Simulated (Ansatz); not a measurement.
System: antifluorite Mg2Ge. Method: PBE-D4 in Ansatz (PAW).

From the output:

```
Crystal: 3 atoms, lattice volume = 64.162 Å³
Basis set: ecut = 520 eV, 1759 PW (Γ), exchange–correlation on 72×72×72 points (8 copies of the dense FFT grid, shifted against one another)
Bands: 21, of which v1, the nominal top of the filled ones, is band 17 counted from 1 (16 counted from 0)
Symmetry: 48 space group operations
Space group: Fm-3m (ITA 225), of the structure as read, at distance tolerance 4.0e-5 Å
k-points: 47 of 1000
Functional: x = pbe(κ = 0.804, μ = 0.2195149727645171), c = pbe(β = 0.06672455060314922)
SCF iter   1: F=—  HF=-8144.055521 eV  |F-HF|=—  |Δ(HF+E_count)|=         —  Δρ=4.68e-3  dr2=3.62e-2
SCF iter   2: F=—  HF=-8144.045448 eV  |F-HF|=—  |Δ(HF+E_count)|=   1.01e-2  Δρ=1.41e-3  dr2=1.29e-3
  ...
SCF iter   6: F=—  HF=-8144.045444 eV  |F-HF|=—  |Δ(HF+E_count)|=   1.94e-7  Δρ=3.82e-6  dr2=6.17e-9
SCF iter   7: F=-8144.045444 eV  HF=-8144.045444 eV  |F-HF|=5.46e-12  |Δ(HF+E_count)|=   1.40e-8  Δρ=2.43e-7  dr2=1.88e-11
SCF 1 converged in 7 iterations: F = -8144.045444 eV  dr2 = 1.88e-11
SCF converged after 7 iterations
Free energy (F): -8144.045444 eV
Internal energy: -8144.045443 eV  (E = F + TS)
E sigma→0 (E₀):  -8144.045443 eV
Fermi energy:    7.096347 eV
--- Stress (GPa, compression-positive) ---
       -0.000058      -0.000000       0.000000
       -0.000000      -0.000058      -0.000000
        0.000000      -0.000000      -0.000058
  P = ⅓ Tr σ = -0.0001 GPa (-0.001 kbar)
```

Q: Write an input file that could have produced this run (the log leaves some choices open).

A: This is not unique; one that fits is 
Ansatz 0.2 input:
```yaml
crystal:
  lattice:
    - [0.0, 3.1774760514, 3.1774760514]
    - [3.1774760514, 0.0, 3.1774760514]
    - [3.1774760514, 3.1774760514, 0.0]
  atoms:
    - { symbol: Mg, position: [0.25, 0.25, 0.25] }
    - { symbol: Mg, position: [0.75, 0.75, 0.75] }
    - { symbol: Ge, position: [0.0, 0.0, 0.0] }
basis:
  ecutwfc: 520
  ecutrho_ratio: 4
  xc_grid: 2
kpoints:
  mp_grid: { grid: [10, 10, 10] }
  band_path:
    path:
      - [0.0, 0.0, 0.0]
      - [0.055556, 0.0, 0.055556]
      - [0.111111, 0.0, 0.111111]
      - [0.166667, 0.0, 0.166667]
      - [0.222222, 0.0, 0.222222]
      - [0.277778, 0.0, 0.277778]
      - [0.333333, 0.0, 0.333333]
      - [0.388889, 0.0, 0.388889]
      - [0.444444, 0.0, 0.444444]
      - [0.5, 0.0, 0.5]
      - [0.5625, 0.125, 0.5625]
      - [0.625, 0.25, 0.625]
      - [0.375, 0.375, 0.75]
      - [0.3375, 0.3375, 0.675]
      - [0.3, 0.3, 0.6]
      - [0.2625, 0.2625, 0.525]
      - [0.225, 0.225, 0.45]
      - [0.1875, 0.1875, 0.375]
      - [0.15, 0.15, 0.3]
      - [0.1125, 0.1125, 0.225]
      - [0.075, 0.075, 0.15]
      - [0.0375, 0.0375, 0.075]
      - [0.0625, 0.0625, 0.0625]
      - [0.125, 0.125, 0.125]
      - [0.1875, 0.1875, 0.1875]
      - [0.25, 0.25, 0.25]
      - [0.3125, 0.3125, 0.3125]
      - [0.375, 0.375, 0.375]
      - [0.4375, 0.4375, 0.4375]
      - [0.5, 0.5, 0.5]
      - [0.5, 0.458333, 0.541667]
      - [0.5, 0.416667, 0.583333]
      - [0.5, 0.375, 0.625]
      - [0.5, 0.333333, 0.666667]
      - [0.5, 0.291667, 0.708333]
      - [0.5, 0.25, 0.75]
      - [0.5, 0.1875, 0.6875]
      - [0.5, 0.125, 0.625]
      - [0.5, 0.0625, 0.5625]
    npoints: 1
hamiltonian:
  xc: pbe
  dispersion: d4
  pseudopotentials: { kind: paw }
scf:
  occupations: { method: fermi_dirac, width: 0.01 }
  convergence: { dr2_threshold: 0.0000000003 }
output:
  forces: true
  stress: true
  eigenvalues: true
  write_bands: true
```

Ansatz is a program for electronic structure.
